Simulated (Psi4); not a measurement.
Psi4 input (wB97X-D/6-31G*):

```
memory 1500 MB

molecule {
1 1
O     0.36963845    0.69252623   -1.55316292
C     0.12783134    0.25596502   -0.54776687
S    -0.19364496   -0.48553451    0.89295304
H    -0.62577635    0.69255211    1.42465592
symmetry c1
no_reorient
no_com
}

set {
  basis 6-31G*
  reference rks
  scf_type pk
  dft_radial_points 99
  dft_spherical_points 590
  e_convergence 1e-8
  d_convergence 1e-7
  maxiter 150
}

e = energy('wb97x-d')
print_out(f'\nFINAL {e:.10f} DIPOLE {variable("CURRENT DIPOLE")[0]:.6f} {variable("CURRENT DIPOLE")[1]:.6f} {variable("CURRENT DIPOLE")[2]:.6f}\n')
```

Output:

```
   => Loading Basis Set <=

    Name: 6-31G*
    Role: ORBITAL
    Keyword: BASIS
    atoms 1 entry O          line   145 file 6-31gs.gbs
    atoms 2 entry C          line   111 file 6-31gs.gbs
    atoms 3 entry S          line   316 file 6-31gs.gbs
    atoms 4 entry H          line    44 file 6-31gs.gbs

   => WB97X-D: Empirical Dispersion <=

    Chai and Head-Gordon Dispersion Correction
    Chai, J.-D.; Head-Gordon, M. (2010), J. Chem. Phys., 132: 6615-6620

        s6 =       1.000000

         ---------------------------------------------------------
                                   SCF
               by Justin Turney, Rob Parrish, Andy Simmonett
                          and Daniel G. A. Smith
                              RKS Reference
         ---------------------------------------------------------

  ==> Geometry <==

    Molecular point group: c1
    Full point group: C1

    Geometry (in Angstrom), charge = 1, multiplicity = 1:

       Center              X                  Y                   Z               Mass
    ------------   -----------------  -----------------  -----------------  -----------------
         O            0.369638450000     0.692526230000    -1.553162920000    15.994914619570
         C            0.127831340000     0.255965020000    -0.547766870000    12.000000000000
         S           -0.193644960000    -0.485534510000     0.892953040000    31.972071174400
         H           -0.625776350000     0.692552110000     1.424655920000     1.007825032230

  Running in c1 symmetry.

  Rotational constants: A =      9.14433  B =      0.19084  C =      0.18694 [cm^-1]
  Rotational constants: A = 274140.15936  B =   5721.24636  C =   5604.28611 [MHz]
  Nuclear repulsion =   86.843852724950267

  Charge       = 1
  Multiplicity = 1
  Electrons    = 30
  Nalpha       = 15
  Nbeta        = 15

  ==> Algorithm <==

  SCF Algorithm Type is PK.
  DIIS enabled.
  MOM disabled.
  Fractional occupation disabled.
  Guess Type is SAD.
  Energy threshold   = 1.00e-08
  Density threshold  = 1.00e-07
  Integral threshold = 1.00e-12

  ==> Primary Basis <==

  Basis Set: 6-31G*
    Blend: 6-31G*
    Number of shells: 22
    Number of basis functions: 51
    Number of Cartesian functions: 51
    Spherical Harmonics?: false
    Max angular momentum: 2

  ==> DFT Potential <==

   => LibXC <=

    Version 7.1.2
    S. Lehtola, C. Steigemann, M. J. T. Oliveira, and M. A. L. Marques,  SoftwareX 7, 1–5 (2018) (10.1016/j.softx.2017.11.002)

   => Composite Functional: WB97X-D <=

    wB97X-D Hyb-GGA Exchange-Correlation Functional

    J.-D. Chai and M. Head-Gordon,  Phys. Chem. Chem. Phys. 10, 6615–6620 (2008) (10.1039/B810189B)

    Deriv               =              1
    GGA                 =           TRUE
    Meta                =          FALSE

    Exchange Hybrid     =           TRUE
    MP2 Hybrid          =          FALSE

   => Exchange-Correlation Functionals <=

    1.0000   wB97X-D range-separated functional

   => Exact (HF) Exchange <=

    0.7780            HF,LR [omega = 0.2000]
    0.2220               HF

   => LibXC Density Thresholds  <==

    XC_HYB_GGA_XC_WB97X_D:  1.00E-14

   => Molecular Quadrature <=

    Radial Scheme          =       TREUTLER
    Pruning Scheme         =           NONE
    Nuclear Scheme         =       TREUTLER

    Blocking Scheme        =         OCTREE
    BS radius alpha        =              1
    Pruning alpha          =              1
    Radial Points          =             99
    Spherical Points       =            590
    Total Points           =         221050
    Total Blocks           =           1678
    Max Points             =            256
    Max Functions          =             50
    Weights Tolerance      =       1.00E-15

  ==> Integral Setup <==

  Using in-core PK algorithm.
   Calculation information:
      Number of atoms:                   4
      Number of AO shells:              22
      Number of primitives:             61
      Number of atomic orbitals:        51
      Number of basis functions:        51

      Integral cutoff                 1.00e-12
      Number of threads:                 1

  Performing in-core PK
  Using 2639403 doubles for integral storage.
  We computed 30509 shell quartets total.
  Whereas there are 32131 unique shell quartets.

  Computing range-separated integrals for PK
  We computed 30509 wK shell quartets total.
  Whereas there are 32131 wK unique shell quartets.

  ==> DiskJK: Disk-Based J/K Matrices <==

    J tasked:                  Yes
    K tasked:                  Yes
    wK tasked:                 Yes
    Omega:               2.000E-01
    Schwarz Cutoff:          1E-12


  Cached 100.0% of DFT collocation blocks in 0.283 [GiB].

  Minimum eigenvalue in the overlap matrix is 4.3042232922E-03.
  Reciprocal condition number of the overlap matrix is 7.4602730713E-04.
    Using symmetric orthogonalization.

  ==> Pre-Iterations <==

  SCF Guess: Superposition of Atomic Densities via on-the-fly atomic UHF (no occupation information).

   -------------------------
    Irrep   Nso     Nmo
   -------------------------
     A         51      51
   -------------------------
    Total      51      51
   -------------------------

  ==> Iterations <==

                        Total Energy        Delta E     RMS |[F,P]|

   @RKS iter SAD:  -511.71915294897104   -5.11719e+02   0.00000e+00
   @RKS iter   1:  -511.62603408496591    9.31189e-02   8.54243e-03 ADIIS/DIIS
   @RKS iter   2:  -511.49182009145068    1.34214e-01   1.54069e-02 ADIIS/DIIS
   @RKS iter   3:  -511.71165132240446   -2.19831e-01   7.79846e-04 ADIIS/DIIS
   @RKS iter   4:  -511.71247265683684   -8.21334e-04   4.41952e-04 ADIIS/DIIS
   @RKS iter   5:  -511.71276389118236   -2.91234e-04   7.93173e-05 DIIS
   @RKS iter   6:  -511.71278084777515   -1.69566e-05   2.36440e-05 DIIS
   @RKS iter   7:  -511.71278248503904   -1.63726e-06   4.20837e-06 DIIS
   @RKS iter   8:  -511.71278254140213   -5.63631e-08   8.66239e-07 DIIS
   @RKS iter   9:  -511.71278254385220   -2.45007e-09   2.13643e-07 DIIS
   @RKS iter  10:  -511.71278254401483   -1.62629e-10   5.83671e-08 DIIS
  Energy and wave function converged.

  ==> Post-Iterations <==

   Electrons on quadrature grid:
      Ntotal   =   30.0000002018 ; deviation = 2.018e-07

    Orbital Energies [Eh]
    ---------------------

    Doubly Occupied:

       1A    -89.389338     2A    -19.674494     3A    -10.767699
       4A     -8.410455     5A     -6.361825     6A     -6.355626
       7A     -6.349464     8A     -1.558028     9A     -1.226281
      10A     -0.940984    11A     -0.885501    12A     -0.856082
      13A     -0.854373    14A     -0.762283    15A     -0.661062

    Virtual:

      16A     -0.265169    17A     -0.227387    18A     -0.177814
      19A     -0.139881    20A      0.000559    21A      0.163359
      22A      0.181084    23A      0.194951    24A      0.324185
      25A      0.338211    26A      0.342065    27A      0.474253
      28A      0.522311    29A      0.546044    30A      0.571893
      31A      0.572299    32A      0.662059    33A      0.723975
      34A      0.828683    35A      0.831055    36A      0.911766
      37A      0.989851    38A      1.250615    39A      1.258081
      40A      1.395415    41A      1.402139    42A      1.437874
      43A      1.744205    44A      1.747051    45A      2.420741
      46A      2.426437    47A      2.596285    48A      2.848593
      49A      3.610589    50A      3.937715    51A      4.088202

    Final Occupation by Irrep:
              A
    DOCC [    15 ]
    NA   [    15 ]
    NB   [    15 ]

  @RKS Final Energy:  -511.71278254401483

   => Energetics <=

    Nuclear Repulsion Energy =             86.8438527249502670
    One-Electron Energy =                -867.4046069380507333
    Two-Electron Energy =                 297.3957553399186509
    DFT Exchange-Correlation Energy =     -28.5475145440077931
    Empirical Dispersion Energy =          -0.0002691268252004
    VV10 Nonlocal Energy =                  0.0000000000000000
    Total Energy =                       -511.7127825440148285

Computation Completed

Properties will be evaluated at   0.000000,   0.000000,   0.000000 [a0]

Properties computed using the SCF density matrix

 Multipole Moments:

 ------------------------------------------------------------------------------------
     Multipole            Electronic (a.u.)      Nuclear  (a.u.)        Total (a.u.)
 ------------------------------------------------------------------------------------

 L = 1.  Multiply by 2.5417464519 to convert [e a0] to [Debye]
 Dipole X            :         -0.2831775           -0.0000001           -0.2831776
 Dipole Y            :          0.2184250           -0.0000002            0.2184249
 Dipole Z            :          0.7060389           -0.0000000            0.7060388
 Magnitude           :                                                    0.7914479

 ------------------------------------------------------------------------------------

FINAL -511.7127825440 DIPOLE -0.283178 0.218425 0.706039

*** Psi4 exiting successfully. Buy a developer a beer!
```

The dipole moment of an ion depends on the origin.
